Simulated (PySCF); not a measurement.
Worked example for methylsilane: homolysis of bond C1–Si2

Structure: `C[SiH3]` (CH6Si). Non-hydrogen atoms are numbered in `[CH3:1][SiH3:2]`.

Level of theory: M06-2X/def2-TZVP single points in PySCF, grid level 3; every species was optimised with PBE0-D3(BJ)/def2-SVP. Zero-point and thermal terms (298.15 K, 1 bar) come from unscaled PBE0-D3(BJ)/def2-SVP harmonic frequencies, with soft modes damped to free rotors in the entropy.

Step: `C[SiH3]` → CH3• + SiH3•.

```
species  charge  multiplicity       E / Eh
C[SiH3]       0             1  -331.175525
   CH3•       0             2   -39.823709
  SiH3•       0             2  -291.205561
```

Thermal terms, products less reactant: Δ(H − E) = -19.15 kJ/mol, Δ(G − E) = -66.08 kJ/mol. 1 Eh = 2625.50 kJ/mol.

Problem. What are ΔE, ΔH and ΔG of this step?

Solution. ΔE = 0.146255 Eh = 383.99 kJ/mol; ΔH = 364.8 kJ/mol; ΔG = 317.9 kJ/mol, all in the gas phase at 298.15 K and 1 bar. The digits show the arithmetic; the method itself can be off by 10 kJ/mol or more.
